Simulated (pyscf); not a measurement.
Thermochemistry of product channels of `[O]=[Si]([Cl])[Cl]` + `[F]` [doublet] on the doublet surface, in kcal/mol, from ωB97M-D3(BJ)/def2-TZVP energies (ideal gas, 1 atm, RRHO with modes under 100 cm⁻¹ raised to 100, one conformer, R ln 2 for rigid chiral ones). Single points on ωB97X-D3(BJ)/def2-SVP structures (PySCF, gas phase).

```json
[
 {"products": "`[O]=[Si]` [singlet] + `[F][Cl]` + `[Cl]` [doublet]", "ΔE": "+83.7", "ΔH(298 K)": "+82.7", "ΔG(900 K)": "+54.0", "ΔG(1200 K)": "+44.9"},
 {"products": "`[O]=[Si]([F])[Cl]` + `[Cl]` [doublet]", "ΔE": "-40.7", "ΔH(298 K)": "-40.1", "ΔG(900 K)": "-40.3", "ΔG(1200 K)": "-40.2"},
 {"products": "`[O]=[Si][Cl]` [doublet] + `[F][Cl]`", "ΔE": "+41.4", "ΔH(298 K)": "+40.7", "ΔG(900 K)": "+32.0", "ΔG(1200 K)": "+29.6"},
 {"products": "`[O][Si]([F])([Cl])[Cl]` [doublet]", "ΔE": "-93.0", "ΔH(298 K)": "-92.3", "ΔG(900 K)": "-68.6", "ΔG(1200 K)": "-60.9"},
 {"products": "`[O]=[Si][F]` [doublet] + `[Cl][Cl]`", "ΔE": "+5.3", "ΔH(298 K)": "+4.7", "ΔG(900 K)": "-2.5", "ΔG(1200 K)": "-4.4"}
]
```

The channel to [O=Si–F]• + Cl–Cl turns favourable between 298 and 1200 K (ΔG from +2.1 kcal/mol to -4.4 kcal/mol).

These are energies of the channels, which say nothing of barriers. Left out: orbital degeneracy and the spin-orbit lowering of Cl, F.
